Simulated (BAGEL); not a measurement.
# [CF3]+ (SMILES F[C+](F)F) at HF/6-31G(d) (density fitting with qzvpp-jkfit, spherical functions)

Aim: the vertical electron affinity of [CF3]+ at HF/6-31G* (density fitting with qzvpp-jkfit, spherical functions), from 2 runs. 

The results are computed with BAGEL 1.2.2.

**1. The structure to begin with**

[CF3]+ has 4 atoms, charge +1, and is taken as a singlet. SMILES: `F[C+](F)F`. Geometry: relaxed at PBE0-D4/def2-TZVP.

Bond lengths: F1–C2 1.230 Å, C2–F3 1.230 Å, C2–F4 1.230 Å. Angles: F1–C2–F3 120.0°, F1–C2–F4 120.0°, F3–C2–F4 120.0°.

**2. A single-point energy at HF/6-31G(d) (density fitting with qzvpp-jkfit, spherical functions)**

The input, hf.json:

```json
{ "bagel": [

{
  "title": "molecule",
  "basis": "6-31gs.json",
  "df_basis": "qzvpp-jkfit",
  "angstrom": true,
  "geometry": [
    { "atom": "F", "xyz": [       0.698600,      -0.114600,       1.005400 ] },
    { "atom": "C", "xyz": [       0.000000,       0.000000,       0.000000 ] },
    { "atom": "F", "xyz": [      -0.609500,      -0.973400,      -0.439400 ] },
    { "atom": "F", "xyz": [      -0.089000,       1.088000,      -0.566000 ] }
  ]
},

{ "title": "hf", "charge": 1 },

{ "title": "print", "file": "orbitals.molden", "orbitals": true }

]}
```

The basis set 6-31G* is read from a file made from the Basis Set Exchange's data (not shown).

Command:

```
$ BAGEL_NUM_THREADS=1 BAGEL hf.json > hf.out
```

Output:

```text
* using 1 threads per process

  ===============================================================
  ===============================================================

  *** Geometry ***

  { "atom" : "F", "xyz" : [      1.320163,     -0.216563,      1.899931 ] },
  { "atom" : "C", "xyz" : [      0.000000,      0.000000,      0.000000 ] },
  { "atom" : "F", "xyz" : [     -1.151788,     -1.839459,     -0.830346 ] },
  { "atom" : "F", "xyz" : [     -0.168186,      2.056022,     -1.069585 ] },

  Number of auxiliary basis functions:      306

  Since a DF basis is specified, we compute 2- and 3-index integrals:
    o Being stored without compression. Storage requirement is 0.008 GB

  Number of basis functions:       56
  Number of electrons      :       33

    * METHOD: MOLECULE                             0.12

  *** RHF ***

  === Nuclear Repulsion ===
   130.0927920167

      * DIIS with orbital gradients will be used.

  === RHF iteration (6-31gs.json) ===
      0       -335.57462138          0.03754523           0.02
      1       -335.72229378          0.02363323           0.02
      2       -335.80384954          0.00146579           0.02
      3       -335.80450316          0.00039110           0.02
      4       -335.80455121          0.00006781           0.02
      5       -335.80455305          0.00001243           0.02
      6       -335.80455312          0.00000291           0.02
      7       -335.80455312          0.00000080           0.02
      8       -335.80455312          0.00000025           0.02
      9       -335.80455312          0.00000010           0.02
     10       -335.80455312          0.00000002           0.02
     11       -335.80455312          0.00000000           0.02
    * SCF iteration converged.

    * Permanent dipole moment:
           (    0.000063,    -0.000011,    -0.000002) a.u.

    * METHOD: HF                                   0.35

    * METHOD: PRINT                                0.01

  ===============================================================
```

Run time: 0.67 s. Hardware: 1 thread of Arm Neoverse N1, shared host; peak memory 0.083 GiB.

**3. Doublet neutral CF3**

The input, input.json:

```json
{ "bagel": [

{
  "title": "molecule",
  "basis": "6-31gs.json",
  "df_basis": "qzvpp-jkfit",
  "angstrom": "true",
  "geometry": [
    { "atom": "F", "xyz": [    0.698600,   -0.114600,    1.005400 ] },
    { "atom": "C", "xyz": [    0.000000,    0.000000,    0.000000 ] },
    { "atom": "F", "xyz": [   -0.609500,   -0.973400,   -0.439400 ] },
    { "atom": "F", "xyz": [   -0.089000,    1.088000,   -0.566000 ] }
  ]
},
{ "title": "uhf", "nopen": 1 },
{ "title": "print", "file": "orbitals.molden", "orbitals": "true" }

]}
```

The basis set 6-31G* is read from a file made from the Basis Set Exchange's data (not shown).

Command:

```
$ BAGEL_NUM_THREADS=1 BAGEL input.json > input.out
```

Output:

```text
* using 1 threads per process

  ===============================================================
  ===============================================================

  *** Geometry ***

  { "atom" : "F", "xyz" : [      1.320163,     -0.216563,      1.899931 ] },
  { "atom" : "C", "xyz" : [      0.000000,      0.000000,      0.000000 ] },
  { "atom" : "F", "xyz" : [     -1.151788,     -1.839459,     -0.830346 ] },
  { "atom" : "F", "xyz" : [     -0.168186,      2.056022,     -1.069585 ] },

  Number of auxiliary basis functions:      306

  Since a DF basis is specified, we compute 2- and 3-index integrals:
    o Being stored without compression. Storage requirement is 0.008 GB

  Number of basis functions:       56
  Number of electrons      :       33

    * METHOD: MOLECULE                             0.12

  *** Open-shell HF ***

  === Nuclear Repulsion ===
   130.0927920167

      * DIIS with orbital gradients will be used.

  === UHF iteration (6-31gs.json) ===
      0       -335.89518310          0.05357211           0.05
      1       -336.00953922          0.03247857           0.05
      2       -336.04100594          0.01683905           0.05
      3       -336.05422137          0.00084947           0.05
      4       -336.05449827          0.00021171           0.05
      5       -336.05453008          0.00009858           0.05
      6       -336.05454839          0.00001299           0.05
      7       -336.05454910          0.00000479           0.05
      8       -336.05454921          0.00000170           0.05
      9       -336.05454922          0.00000052           0.05
     10       -336.05454922          0.00000015           0.05
     11       -336.05454922          0.00000004           0.05
     12       -336.05454922          0.00000002           0.05
     13       -336.05454922          0.00000001           0.05
     14       -336.05454922          0.00000001           0.05
    * SCF iteration converged.

    * S^2 (UHF) is 0.7601

    * Permanent dipole moment:
           (   -0.000031,     0.000013,     0.000054) a.u.

    * METHOD: UHF                                  0.78

    * METHOD: PRINT                                0.01

  ===============================================================
```

Wall time 1.1 s (1 thread of Arm Neoverse N1, shared host); peak memory 0.083 GiB.

**4. Outcome**

Level: HF/6-31G* (density fitting with qzvpp-jkfit, spherical functions).

| quantity | value |
| --- | --- |
| singlet [CF3]+: total energy | -335.80455 Eh |
| singlet [CF3]+: HOMO energy | -27.97 eV |
| singlet [CF3]+: LUMO energy | -5.46 eV |
| singlet [CF3]+: HOMO–LUMO gap | 22.51 eV |
| doublet neutral CF3: total energy | -336.05455 Eh |
| doublet neutral CF3: dipole moment | 0.00 D |
| doublet neutral CF3: ⟨S²⟩ | 0.760 |
| vertical electron affinity (to the doublet neutral) | 6.803 eV |

What this shows: At fixed nuclei the extra electron is bound by 6.80 eV (656 kJ/mol).
